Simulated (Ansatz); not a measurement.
in.yaml

```yaml
crystal:
  periodic: [false, false, false]
  atoms:
    - {symbol: B, position_ang: [0.000000, -0.115417, 0.000000]}
    - {symbol: H, position_ang: [0.000000, 0.618973, -0.960542]}
    - {symbol: H, position_ang: [0.000000, 0.618973, 0.960542]}
basis:
  gaussian: {orbitals: "6-31G*"}
total_charge: -1
magnetization: {spin_polarized: false, initial_magnetization: 2}
hamiltonian: {xc: {name: PBE0}}
correlation: {method: ccsd_t, electrons: outside_noble_gas, diis_vectors: 1}
```

```sh
$ ansatz run in.yaml --threads 1 --pin off --events-out ev --progress --plain --max-ram 2393MiB
```

Output:

```
203 factors; integrals over basis functions are off by at most 6.3e-4 eV
mean field evaluation 1: about -703.3165 eV, gradient 3.8e0 eV
mean field evaluation 2: about -703.3134 eV, gradient 3.8e0 eV
mean field evaluation 4: about -703.4952 eV, gradient 4.8e-1 eV
mean field evaluation 8: about -703.4963 eV, gradient 8.3e-4 eV
mean field -703.49629903 eV, -25.8530121426 hartree, gradient 7.3e-6 eV, S^2 2.000000; 0 other end points of the search recorded, 0 dependent functions left out
mean field evaluation 16: about -699.0361 eV, gradient 3.4e0 eV
1 core orbitals not correlated: weight in the atoms' cores, before any rotation towards them, 1.000 or more for the frozen orbitals, at most 0.000 for the correlated occupied ones
reference -699.10329458 eV, -25.6915722067 hartree; 4, 2 occupied and 14, 16 virtual orbitals, 203 factors
second order -1.75973431 eV of doubles, -0.07810947 eV of singles
cycle   1  -2.13409174 eV  change   -3.0e-1 eV  update   4.2e-2
cycle   2  -2.24721649 eV  change   -1.1e-1 eV  update   1.5e-2
cycle   3  -2.25502426 eV  change   -7.8e-3 eV  update   4.3e-3
cycle   4  -2.25595200 eV  change   -9.3e-4 eV  update   2.0e-3
cycle   5  -2.25526503 eV  change    6.9e-4 eV  update   7.4e-4
cycle   6  -2.25483927 eV  change    4.3e-4 eV  update   3.5e-4
cycle   7  -2.25471498 eV  change    1.2e-4 eV  update   1.4e-4
cycle   8  -2.25465251 eV  change    6.2e-5 eV  update   6.7e-5
cycle   9  -2.25463536 eV  change    1.7e-5 eV  update   3.1e-5
cycle  10  -2.25462414 eV  change    1.1e-5 eV  update   1.8e-5
cycle  11  -2.25462026 eV  change    3.9e-6 eV  update   9.5e-6
cycle  12  -2.25461842 eV  change    1.8e-6 eV  update   5.2e-6
perturbative correction -0.04092922 eV, -0.0015041210 hartree
Total energy: -701.39884222 eV, -25.7759320264 hartree
```

Ran on 1 thread of Arm Neoverse V1, shared host: 0.48 s wall, 0.07 GiB peak host memory.
